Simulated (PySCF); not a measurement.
B97-3 single point of singlet SOF₄ at its PBE0 minimum.

Input, equivalent to the run apart from its starting density:

```python
from pyscf import gto, scf, dft
mol = gto.M(atom='''
S      0.000000     0.000000     0.155579
O      0.000000     0.000000     1.585757
F      1.297749    -0.000000    -0.744626
F     -0.000000     1.599476    -0.053725
F     -1.297749    -0.000000    -0.744626
F      0.000000    -1.599476    -0.053725''',
    basis={'S': 'def2-SVP', 'O': 'def2-SVP', 'F': 'def2-SVP'},
    charge=0, spin=0)
mf = dft.RKS(mol, xc='HYB_GGA_XC_B97_3')
mf.grids.atom_grid = (75, 302)
aux = {'S': 'def2-universal-JKFIT', 'O': 'def2-universal-JKFIT', 'F': 'def2-universal-JKFIT'}
mf = mf.density_fit(auxbasis=aux)
mf.conv_tol = 1e-08
mf.diis_space = 10
mf.max_cycle = 60
mf.verbose = 4
mf.kernel()
```

Excerpt of the output:

```
init E= -871.96136239281
  HOMO = -0.388004165877996  LUMO = -0.0608907844849127  gap/eV = 8.90121
cycle= 1 E= -871.961369183173  delta_E= -6.79e-06  |g|= 0.0411  |ddm|= 0.0763
  HOMO = -0.382307837316837  LUMO = -0.0631150010433887  gap/eV = 8.68568
cycle= 2 E= -871.960965445528  delta_E= 0.000404  |g|= 0.0629  |ddm|= 0.0758
  HOMO = -0.386592325889216  LUMO = -0.0614505742058458  gap/eV = 8.84756
cycle= 3 E= -871.961651376135  delta_E= -0.000686  |g|= 0.00667  |ddm|= 0.0488
  HOMO = -0.386030600736438  LUMO = -0.0616019092574205  gap/eV = 8.82815
cycle= 4 E= -871.961659379105  delta_E= -8e-06  |g|= 0.000389  |ddm|= 0.00496
  HOMO = -0.386093578619691  LUMO = -0.0616421772091744  gap/eV = 8.82877
cycle= 5 E= -871.961659404613  delta_E= -2.55e-08  |g|= 0.000107  |ddm|= 0.000355
  HOMO = -0.386076062496451  LUMO = -0.061615485455341  gap/eV = 8.82902
cycle= 6 E= -871.961659406424  delta_E= -1.81e-09  |g|= 4.52e-05  |ddm|= 0.000111
  HOMO = -0.386075422669919  LUMO = -0.0616220972347481  gap/eV = 8.82882
Extra cycle  E= -871.961659405946  delta_E= 4.78e-10  |g|= 7.17e-05  |ddm|= 7.82e-05
converged SCF energy = -871.961659405946
```

This run, together with those of the ionised and electron-attached species (not shown), took 6.2 s on 2 threads of a shared Arm Neoverse V2 host, with 88 basis functions; the process peaked at 1.2 GiB.
